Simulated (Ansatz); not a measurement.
This Ansatz (a program for electronic structure) input (CCSD(T)/cc-pwCVQZ) gives -342.71063 Eh with 199 basis functions. A basis named .json is the Basis Set Exchange file of that set (core-valence sets with the plain set on hydrogen).

Ansatz 0.2 input:
```yaml
crystal:
  periodic: [false, false, false]
  atoms:
    - {symbol: P, position_ang: [0.00293147, 0.00160888, 0.12817703]}
    - {symbol: H, position_ang: [-0.00384980, 1.18388197, -0.65609339]}
    - {symbol: H, position_ang: [1.01199153, -0.61366513, -0.65676338]}
    - {symbol: H, position_ang: [-1.05211382, -0.59435001, -0.60979871]}
basis:
  gaussian:
    orbitals: cc-pwCVQZ.json
magnetization: {spin_polarized: false}
correlation: {method: ccsd_t, electrons: outside_noble_gas}
```

Change:
```diff
- orbitals: cc-pwCVQZ.json
+ orbitals: cc-pCVQZ.json
```

Q: What does the run give now?

A: -342.71033 Eh (CCSD(T)/cc-pCVQZ, 199 functions), a change of +0.30 mEh.
